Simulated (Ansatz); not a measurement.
## How far each method lies from full CI for [CH3···H···H], doublet

Geometry: a point of a hydrogen-transfer path between rigid fragments, not a stationary point.

```xyz
6

C    -0.1274    0.0000    0.0000
H    -0.4906    1.0273    0.0000
H    -0.4906   -0.5137    0.8897
H    -0.4906   -0.5137   -0.8897
H     1.0026    0.0000    0.0000
H     1.9866    0.0000    0.0000
```

Basis 6-31G; Ansatz 0.2.0. Correlated methods freeze the noble-gas cores, which leaves 9 electrons in 18 orbitals. R marks a restricted (for open shells ROHF) determinant, U an unrestricted one. Active spaces: pair = (3e, 3o) about the gap; valence = (9e, 9o) chosen from the atoms' valence shells.

Full CI is exact within this basis and frozen core; it isn't the basis-set limit. The frozen core follows each run's orbitals, which can shift R against U totals by a few meV.

For open shells CISD is restricted-active-space CI with the open shells as a complete middle space.

The UHF ⟨S²⟩ is 0.765, the T1 diagnostic (RCCSD) is 0.0173 and the largest doubles amplitude (RCCSD) is 0.049. The T1 diagnostic (UCCSD) is 0.0079.

```json
{"level": "RHF", "E − E(full CI) (kcal/mol)": "81.79", "share of correlation (%)": "0.00", "wall time": "–"}
{"level": "UHF", "E − E(full CI) (kcal/mol)": "78.60", "share of correlation (%)": "3.90", "wall time": "–"}
{"level": "RMP2", "E − E(full CI) (kcal/mol)": "14.60", "share of correlation (%)": "82.15", "wall time": "–"}
{"level": "UMP2", "E − E(full CI) (kcal/mol)": "14.63", "share of correlation (%)": "82.11", "wall time": "–"}
{"level": "CISD", "E − E(full CI) (kcal/mol)": "4.88", "share of correlation (%)": "94.03", "wall time": "0.36 s"}
{"level": "RCCSD", "E − E(full CI) (kcal/mol)": "1.41", "share of correlation (%)": "98.28", "wall time": "–"}
{"level": "UCCSD", "E − E(full CI) (kcal/mol)": "1.37", "share of correlation (%)": "98.33", "wall time": "–"}
{"level": "RCCSD(T)", "E − E(full CI) (kcal/mol)": "0.23", "share of correlation (%)": "99.72", "wall time": "0.49 s"}
{"level": "UCCSD(T)", "E − E(full CI) (kcal/mol)": "0.24", "share of correlation (%)": "99.71", "wall time": "0.48 s"}
{"level": "BCCD(T)", "E − E(full CI) (kcal/mol)": "0.23", "share of correlation (%)": "99.71", "wall time": "0.51 s"}
{"level": "RCCSDT", "E − E(full CI) (kcal/mol)": "0.07", "share of correlation (%)": "99.92", "wall time": "–"}
{"level": "UCCSDT", "E − E(full CI) (kcal/mol)": "0.06", "share of correlation (%)": "99.92", "wall time": "–"}
{"level": "RCCSDT(Q)", "E − E(full CI) (kcal/mol)": "0.00", "share of correlation (%)": "100.00", "wall time": "2.8 s"}
{"level": "UCCSDT(Q)", "E − E(full CI) (kcal/mol)": "0.00", "share of correlation (%)": "100.00", "wall time": "2.5 s"}
{"level": "RCCSDTQ", "E − E(full CI) (kcal/mol)": "0.01", "share of correlation (%)": "99.99", "wall time": "27 s"}
{"level": "CASSCF (pair space)", "E − E(full CI) (kcal/mol)": "69.53", "share of correlation (%)": "14.99", "wall time": "–"}
{"level": "NEVPT2 (pair space)", "E − E(full CI) (kcal/mol)": "12.15", "share of correlation (%)": "85.14", "wall time": "0.21 s"}
{"level": "CASSCF (valence space)", "E − E(full CI) (kcal/mol)": "26.69", "share of correlation (%)": "67.37", "wall time": "–"}
{"level": "NEVPT2 (valence space)", "E − E(full CI) (kcal/mol)": "6.16", "share of correlation (%)": "92.46", "wall time": "2.4 s"}
{"level": "MRCISD (valence space)", "E − E(full CI) (kcal/mol)": "0.56", "share of correlation (%)": "99.32", "wall time": "–"}
{"level": "MRCISD+Q (valence space)", "E − E(full CI) (kcal/mol)": "0.04", "share of correlation (%)": "99.95", "wall time": "3.9 s"}
{"level": "MRCISD+Q(relaxed) (valence space)", "E − E(full CI) (kcal/mol)": "-0.09", "share of correlation (%)": "100.11", "wall time": "5 s"}
```

The correlation energy at full CI, counted from RHF, is -3.547 eV. That run took 84 s on 1 thread of Arm Neoverse V1, shared host over 13,106,016 determinants.

Times hold each run's SCF and search for its determinant on a shared host, so for small cases they say little of a method's own cost; they ran on 1 thread of Arm Neoverse V1.

The full-CI state has the irrep A' of Cs, in the program's axes (one component, if the state is degenerate).

Natural occupations of full CI about the gap: 1.980 1.968 1.968 1.967 0.999 0.024 0.024 0.023 0.021 0.006; effectively unpaired electrons, Σ n²(2−n)², 1.02.
